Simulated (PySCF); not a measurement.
## Electric field gradients and quadrupole coupling constants

Compound: C3HF2N.
Bonds: N1–C2 (triple), C2–C3, C3–C4 (double), C4–F5, C4–F6. Hydrogens: H7 on C3.

Field gradients from the PBE0/pcSseg-1 density (PySCF, non-relativistic), principal values in atomic units, ordered |Vxx| ≤ |Vyy| ≤ |Vzz|:

```json
{"atom": "N1", "Vxx": "0.3703", "Vyy": "0.5681", "Vzz": "-0.9384"}
```

Q: Find the asymmetry η = (Vxx − Vyy)/Vzz and the couplings χ = eQV/h (234.96 MHz × Q in barn × V in au), with Q(14N) = 0.02044 b.

A: 
```tsv
atom	environment	nucleus	η	χzz (MHz)	χxx (MHz)	χyy (MHz)
N1	nitrile nitrogen	14N	0.21	-4.507	1.778	2.728
```

Q: What is Vzz at N1 in SI units (1 au = 9.71736 × 10²¹ V/m²)?

A: -0.9384 au = -9.118 × 10²¹ V/m².

Q: And the gradient at the other heavy atoms, for which no coupling is worked out here?

A: 
```tsv
atom	environment	Vzz (au)	η
C2	nitrile carbon	-0.340	0.05
C3	alkene CH carbon	0.121	0.23
C4	=CF2 carbon	0.360	0.57
F5	vinyl fluorine	2.845	0.17
F6	vinyl fluorine	2.861	0.15
```

Q: What couplings would deuterons (Q(2H) = 0.00286 b) have in place of the hydrogens, at this geometry?

A: 
```json
{"atom": "H7", "bonded to": "C3", "bond length (Å)": "1.091", "Vzz (au)": "0.3043", "η": "0.13", "χzz (kHz)": "204"}
```

Geometry: PBE0-D3(BJ)/def2-SVP; no solvent, vibrations or thermal averaging. The basis is small and wasn't made for field gradients, so the couplings can be 20 % off.
